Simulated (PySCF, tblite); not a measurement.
# glycol monoformate (C3H6O3): isotopologues and vibrational averages

Aim: rotational constants, zero-point energies and shieldings of isotopologues of glycol monoformate (C3H6O3) (`O=COCCO`).

Computed with tblite 0.8.0 (tight binding) and PySCF 2.14.0 (DFT, with response routines of our own); each step states its level. Atoms count from 0 throughout.

## (1) The starting structure

12 atoms, charge 0, multiplicity 1; geometry from: force field or distance geometry start.

Bonds of the start (Å): C1–H6 1.10, C1–O2 1.39, C3–C4 1.51, C3–H7 1.13, C3–H8 1.07, C4–H10 1.09, C4–H9 1.10, C4–O5 1.43, O0–C1 1.21, O2–C3 1.47, O5–H11 0.98.

## (2) GFN2-xTB relaxation, lowest of a short conformer search

The job: settings as JSON, then the geometry in Å.

```
{"job": {"xc": "GFN2-xTB", "basis": "xTB", "kind": "relax"}, "charge": 0, "multiplicity": 1}
O      1.705500     1.164200    -0.499600
C      2.077200     0.075900    -0.118100
O      1.194600    -0.990700     0.042800
C     -0.205200    -0.772900    -0.338500
C     -0.910200     0.245400     0.528100
O     -2.264400     0.345800     0.084000
H      3.134700    -0.044400     0.154900
H     -0.695500    -1.754600    -0.071300
H     -0.236700    -0.632200    -1.394700
H     -0.495700     1.257500     0.435900
H     -0.913900    -0.009000     1.593000
H     -2.385500     1.112200    -0.520700
```

On the command line:

```sh
$ OMP_NUM_THREADS=1 python ens_run.py task.json out
```

This one command runs the whole study; its stages follow in the order run.

The program printed:

```text
step      E/eV     max force
  0    -589.11626    2.684
  1    -589.31764    1.675
  2    -589.37060    1.917
  3    -589.43036    0.802
  4    -589.48467    0.496
  5    -589.50040    0.417
  6    -589.51560    0.282
  7    -589.52193    0.196
  8    -589.52660    0.172
  9    -589.52987    0.215
 10    -589.53325    0.190
 11    -589.53654    0.171
 12    -589.54048    0.172
 13    -589.54489    0.237
 14    -589.54938    0.233
 15    -589.55332    0.163
 16    -589.55691    0.198
 17    -589.56099    0.203
 18    -589.56535    0.185
 19    -589.56950    0.188
 20    -589.57151    0.392
 21    -589.57671    0.241
 22    -589.58016    0.185
 23    -589.58538    0.114
 24    -589.58647    0.112
 25    -589.58780    0.090
 26    -589.58828    0.055
 27    -589.58867    0.058
 28    -589.58908    0.082
 29    -589.58971    0.092
 30    -589.59032    0.076
 31    -589.59079    0.050
 32    -589.59118    0.051
 33    -589.59169    0.089
 34    -589.59239    0.113
 35    -589.59307    0.101
 36    -589.59355    0.068
 37    -589.59390    0.076
 38    -589.59430    0.082
 39    -589.59475    0.067
 40    -589.59516    0.055
 41    -589.59543    0.038
 42    -589.59564    0.035
 43    -589.59583    0.039
 44    -589.59600    0.035
 45    -589.59613    0.027
 46    -589.59621    0.023
 47    -589.59627    0.027
 48    -589.59632    0.025
 49    -589.59637    0.017
 50    -589.59641    0.017
 51    -589.59646    0.015
 52    -589.59650    0.018
 53    -589.59654    0.018
 54    -589.59658    0.014
 55    -589.59662    0.015
 56    -589.59664    0.014
 57    -589.59666    0.017
 58    -589.59667    0.015
 59    -589.59668    0.012
 60    -589.59670    0.013
 61    -589.59672    0.010
 62    -589.59674    0.015
 63    -589.59676    0.013
 64    -589.59678    0.011
 65    -589.59679    0.012
 66    -589.59681    0.010
 67    -589.59683    0.017
 68    -589.59684    0.013
 69    -589.59686    0.012
 70    -589.59686    0.006
 71    -589.59687    0.005
 72    -589.59688    0.005
 73    -589.59688    0.005
 74    -589.59688    0.005
 75    -589.59689    0.005
 76    -589.59689    0.006
 77    -589.59690    0.007
 78    -589.59690    0.009
 79    -589.59691    0.015
 80    -589.59693    0.022
 81    -589.59697    0.025
 82    -589.59701    0.022
 83    -589.59705    0.018
 84    -589.59708    0.014
 85    -589.59709    0.011
 86    -589.59710    0.008
 87    -589.59711    0.005
 88    -589.59711    0.004
```

It took 0.28 s on 1 thread of Intel Xeon Platinum 8488C, shared host.

Gain 0.481 eV; displacement 0.24 Å root mean square.

## (3) Tight optimisation and Hessian

The job: settings as JSON, then the geometry in Å.

```
{"job": {"xc": "PBE0", "basis": "pcSseg-1", "grid": 2, "temperatures": [300, 350], "kind": "geom"}, "charge": 0, "multiplicity": 1}
O      1.820548     1.004140    -0.918766
C      2.034770     0.074991    -0.198145
O      1.163927    -0.836936     0.198026
C     -0.176749    -0.695081    -0.270519
C     -0.972782     0.277117     0.614758
O     -2.302462     0.396374     0.189547
H      3.018240    -0.163480     0.239229
H     -0.619419    -1.691827    -0.235035
H     -0.159898    -0.327090    -1.303556
H     -0.465762     1.251606     0.622578
H     -1.012977    -0.107874     1.636513
H     -2.322644     0.815316    -0.678738
```

The program printed:

```text
step   0  E = -9338.4320447 eV  max force = 0.59426
step   1  E = -9338.4478358 eV  max force = 0.21146
step   2  E = -9338.4485553 eV  max force = 0.08732
step   3  E = -9338.4489713 eV  max force = 0.08702
step   4  E = -9338.4492169 eV  max force = 0.04383
step   5  E = -9338.4492626 eV  max force = 0.01182
step   6  E = -9338.4492806 eV  max force = 0.00550
step   7  E = -9338.4492817 eV  max force = 0.00223
step   8  E = -9338.4492819 eV  max force = 0.00047
step   9  E = -9338.4492819 eV  max force = 0.00047
step  10  E = -9338.4492819 eV  max force = 0.00032
harmonic wavenumbers (cm-1): 79.9 95.1 212.8 314.6 326.3 376.7 480.7 767.7 830.7 979.1 1044.0 1067.3 1098.2 1129.1 1211.3 1258.7 1329.0 1349.9 1396.1 1400.9 1438.2 1482.0 1510.8 1840.6 3044.6 3070.6 3082.0 3119.7 3163.7 3837.0
```

It took 13 min on 1 thread of Intel Xeon Platinum 8488C, shared host; peak memory 0.64 GiB.

## (4) Displacements along the modes, parent

The job: settings as JSON, then the geometry in Å.

```
{"job": {"xc": "PBE0", "basis": "pcSseg-1", "grid": 2, "temperatures": [300, 350], "kind": "vib", "mass_numbers": [16, 12, 16, 12, 12, 16, 1, 1, 1, 1, 1, 1]}, "charge": 0, "multiplicity": 1}
O      1.825906     0.998126    -0.916497
C      2.049212     0.070303    -0.192179
O      1.160578    -0.837822     0.215866
C     -0.179384    -0.686176    -0.271550
C     -0.973721     0.273666     0.598541
O     -2.313281     0.338700     0.170617
H      3.033177    -0.172619     0.241566
H     -0.620364    -1.684804    -0.236097
H     -0.150312    -0.334587    -1.309274
H     -0.491354     1.261765     0.601517
H     -0.987786    -0.095559     1.629333
H     -2.347878     0.866265    -0.635951
```

The program printed:

```text
mode    cm-1    km/mol   phi_rrr   E(+)/cm-1  E(-)/cm-1
  1     79.88     3.85      54.6      18.16      13.20
  2     95.08     8.09      -8.7      25.88      25.15
  3    212.84     2.35      -3.3      39.75      39.68
  4    314.60    32.03     -58.2      56.23      59.95
  5    326.30    79.63     -99.4     105.91     113.46
  6    376.69    65.14     -16.8      67.71      68.82
  7    480.68     5.90     -35.4      85.27      87.88
  8    767.73     6.61     -25.2     137.77     139.72
  9    830.66    10.44     -12.6     149.59     150.57
 10    979.06    21.34    -259.2     167.26     185.94
 11   1044.04     0.65       0.7     189.49     189.53
 12   1067.28    25.58      98.2     195.94     189.07
 13   1098.24    61.19      93.3     201.38     194.47
 14   1129.06    52.02    -328.1     191.87     215.59
 15   1211.32   213.26     -33.6     216.88     219.46
 16   1258.72   112.63     101.8     230.28     223.19
 17   1329.01    42.07      -6.7     239.28     239.62
 18   1349.88     4.02     -21.6     242.58     244.12
 19   1396.11    30.14    -109.7     247.82     255.63
 20   1400.86     0.50       5.8     252.98     252.45
 21   1438.15     8.47      39.1     260.52     257.68
 22   1481.96     9.67      92.8     270.26     263.64
 23   1510.82     3.08      84.1     275.19     269.00
 24   1840.65   295.89     553.4     352.14     312.35
 25   3044.62    25.94   -1620.7     494.08     610.38
 26   3070.58    54.27   -1890.5     490.33     626.01
 27   3082.03    15.54   -1471.7     505.34     611.17
 28   3119.69    14.21   -1331.2     517.64     613.30
 29   3163.73    12.54    1068.9     611.19     534.51
 30   3837.01    43.31   -2625.2     605.09     793.32
```

Run time: 15 min. Hardware: 1 thread of Intel Xeon Platinum 8488C, shared host; peak memory 0.64 GiB.

## (5) Displacements along the modes, 2H at atom 11

Changed since step 4:

```diff
@@ -1,2 +1,2 @@
-{"job": {"xc": "PBE0", "basis": "pcSseg-1", "grid": 2, "temperatures": [300, 350], "kind": "vib", "mass_numbers": [16, 12, 16, 12, 12, 16, 1, 1, 1, 1, 1, 1]}, "charge": 0, "multiplicity": 1}
+{"job": {"xc": "PBE0", "basis": "pcSseg-1", "grid": 2, "temperatures": [300, 350], "kind": "vib", "mass_numbers": [16, 12, 16, 12, 12, 16, 1, 1, 1, 1, 1, 2]}, "charge": 0, "multiplicity": 1}
 O      1.825906     0.998126    -0.916497
```

The program printed:

```text
mode    cm-1    km/mol   phi_rrr   E(+)/cm-1  E(-)/cm-1
  1     79.17     3.91     -48.6      13.15      17.59
  2     91.79     7.84      -8.6      24.65      23.91
  3    209.11    10.44      -0.6      39.26      39.06
  4    243.45    50.51     -86.4      68.75      75.02
  5    315.54    11.87     -75.7      54.68      59.66
  6    374.70    48.87     -12.3      67.36      68.11
  7    476.77     4.95      33.3      87.10      84.63
  8    767.37     5.61      24.7     139.66     137.76
  9    818.07    24.77      15.0     148.37     147.16
 10    897.47    22.08     -51.4     160.52     164.35
 11    979.27    25.47     257.5     185.92     167.35
 12   1044.07     0.36       0.8     189.51     189.56
 13   1086.33     8.25     239.6     204.42     187.18
 14   1120.50    87.83     387.8     216.27     188.42
 15   1191.79    80.31     -10.4     214.45     214.84
 16   1236.85   214.63    -137.5     217.98     227.66
 17   1305.55    59.27      -0.9     235.10     235.20
 18   1334.17    10.74     -11.9     239.87     240.83
 19   1354.50     2.71      16.9     244.72     243.50
 20   1400.83     0.77      -4.8     252.49     252.95
 21   1438.07     8.01     -38.4     257.69     260.48
 22   1481.79     8.64     -92.7     263.62     270.23
 23   1510.74     3.23     -84.1     268.99     275.17
 24   1840.64   295.52    -553.4     312.35     352.14
 25   2793.64    28.03   -1625.2     449.03     565.71
 26   3044.63    25.78   -1622.5     494.03     610.46
 27   3070.58    54.39   -1890.6     490.33     626.02
 28   3082.05    15.72   -1472.7     505.31     611.21
 29   3120.02    12.70   -1333.8     517.61     613.46
 30   3163.72    12.41    1069.2     611.20     534.49
```

Wall time 15 min (1 thread of Intel Xeon Platinum 8488C, shared host); peak memory 0.71 GiB.

## (6) Vibrational averages by isotopologue

The job: settings as JSON, then the geometry in Å.

```
{"job": {"xc": "PBE0", "basis": "pcSseg-1", "grid": 2, "temperatures": [300, 350], "kind": "iso"}, "charge": 0, "multiplicity": 1}
O      1.825906     0.998126    -0.916497
C      2.049212     0.070303    -0.192179
O      1.160578    -0.837822     0.215866
C     -0.179384    -0.686176    -0.271550
C     -0.973721     0.273666     0.598541
O     -2.313281     0.338700     0.170617
H      3.033177    -0.172619     0.241566
H     -0.620364    -1.684804    -0.236097
H     -0.150312    -0.334587    -1.309274
H     -0.491354     1.261765     0.601517
H     -0.987786    -0.095559     1.629333
H     -2.347878     0.866265    -0.635951
```

The program printed:

```text
parent
  Be/MHz 8536.133 1982.997 1760.346
  B0/MHz 8556.006 1953.386 1737.382
  ZPE/cm-1 21168.7
  <sigma>(0 K)/ppm -122.304 16.459 108.824 115.173 118.584 296.763 23.067 27.033 26.301 26.889 27.177 30.514
2H at atom 11
  Be/MHz 8307.398 1935.408 1717.11
  B0/MHz 8325.851 1905.98 1694.135
  ZPE/cm-1 20436.6
  <sigma>(0 K)/ppm -122.247 16.458 108.841 115.192 118.729 298.923 23.067 27.037 26.305 26.903 27.193 30.661
```

It took 42 min on 1 thread of Intel Xeon Platinum 8488C, shared host; peak memory 0.71 GiB. This counts the whole study up to here.

Rotational constants (MHz) at equilibrium and in the ground state:

| isotopologue | Be | B0 | zero-point change (cm⁻¹) |
| --- | --- | --- | --- |
| parent | 8536.1, 1983.0, 1760.3 | 8556.0, 1953.4, 1737.4 | 0.0 |
| 2H at atom 11 | 8307.4, 1935.4, 1717.1 | 8325.9, 1906.0, 1694.1 | -732.0 |

Shieldings of the first species (ppm): at equilibrium, the vibrational parts at 0 K, and the averages:

| atom | equilibrium | anharmonic | harmonic | 0 K | 300 K | 350 K |
| --- | --- | --- | --- | --- | --- | --- |
| O0 | -108.12 | -0.31 | -13.87 | -122.30 | -122.15 | -122.38 |
| C1 | 19.03 | -0.01 | -2.56 | 16.46 | 16.74 | 16.76 |
| O2 | 120.43 | -1.83 | -9.77 | 108.82 | 108.51 | 108.34 |
| C3 | 120.09 | -1.16 | -3.76 | 115.17 | 115.36 | 115.34 |
| C4 | 123.79 | -0.52 | -4.68 | 118.58 | 117.39 | 117.14 |
| O5 | 311.92 | 6.78 | -21.93 | 296.76 | 295.18 | 294.88 |
| H6 | 23.58 | -0.06 | -0.46 | 23.07 | 23.06 | 23.05 |
| H7 | 27.70 | -0.12 | -0.55 | 27.03 | 27.05 | 27.05 |
| H8 | 26.98 | -0.13 | -0.54 | 26.30 | 26.11 | 26.08 |
| H9 | 27.58 | -0.05 | -0.64 | 26.89 | 26.90 | 26.89 |
| H10 | 27.91 | -0.09 | -0.64 | 27.18 | 27.08 | 27.05 |
| H11 | 31.25 | 0.55 | -1.29 | 30.51 | 30.43 | 30.40 |

Isotope effects on the shieldings at 0 K (ppb; positive means more shielded):

| atom | 2H at atom 11 |
| --- | --- |
| O0 | 57 |
| C1 | 0 |
| O2 | 16 |
| C3 | 19 |
| C4 | 144 |
| O5 | 2160 |
| H6 | 0 |
| H7 | 3 |
| H8 | 5 |
| H9 | 14 |
| H10 | 16 |
| H11 | 147 |

## (7) Results

```
                  quantity                       value
               point group                          C1
   B0 of the first species  8556.0, 1953.4, 1737.4 MHz
         zero-point energy                  21169 cm⁻¹
zero-point change of σ(O5)                  -15.15 ppm
```

What this shows: Zero-point motion changes the shielding of O5 most, by -15.15 ppm. The largest secondary isotope effect is 2160 ppb on O5, 1 bond from the change (2H at atom 11). The job flags a low mode; perturbation theory is less sure for low modes. Internal rotors are held in one well.
